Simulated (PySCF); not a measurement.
Two structures of BH₂OF, singlet, reached by relaxing down either side of one saddle point (PBE0-D4/def2-TZVP). Energies are electronic, without zero-point energy. Computed with PySCF 2.14 with density fitting (its default auxiliary sets; JK sets also for MP2 and CCSD(T)) (basis: def2-TZVPP and def2-QZVPP); correlated methods freeze the cores. Extrapolation: Hartree–Fock as exp(−7.88 √X), correlation as X^−2.97. First:

B1  (-0.064, 0.370, 0.021)
H2  (0.442, 0.771, -0.988)
O3  (-0.117, -0.931, 0.360)
H4  (0.290, -1.507, -0.290)
F5  (-0.605, 1.238, 0.860)
(Å)

Second:

B1  (-0.510, 0.305, 0.991)
H2  (0.844, -0.185, -1.648)
O3  (-0.615, -0.829, 1.389)
H4  (0.714, -0.819, -1.274)
F5  (-0.406, 1.515, 0.579)
(Å)

**Question.** Which bonds change from the first to the second?

**Answer.** BH₂OF ([OH][BH][F]) → BOF + H₂; bonds formed: H2–H4; bonds broken: B1–H2, O3–H4.

**Question.** Give the saddle point's structure and its height above each. (An estimate is asked for; the value comes from the calculation.)

**Answer.** The calculation gives: 65.55 kcal/mol above the first and 33.79 kcal/mol above the second (CCSD(T) at an estimated basis limit (MP2 extrapolated from triple and quadruple zeta, plus CCSD(T) − MP2 in triple zeta)).
```xyz
5
angstrom
B -0.1593 0.1656 0.2902
H 0.4753 0.1791 -0.9913
O -0.2304 -1.0473 0.6601
H 0.3504 -0.7000 -0.5755
F -0.4360 1.4025 0.6166
```

The T1 diagnostic stays at or below 0.018.

Labels in which every atom is bracketed show which atoms are joined, not bond orders.

For scale, one of the runs: CCSD(T)/def2-TZVPP, 121 basis functions, launched by `OMP_NUM_THREADS=4 python run.py`. The run took 34 s on 4 CPU threads of an Arm Neoverse V2 (shared host), with 0.61 GiB of host memory at its peak.
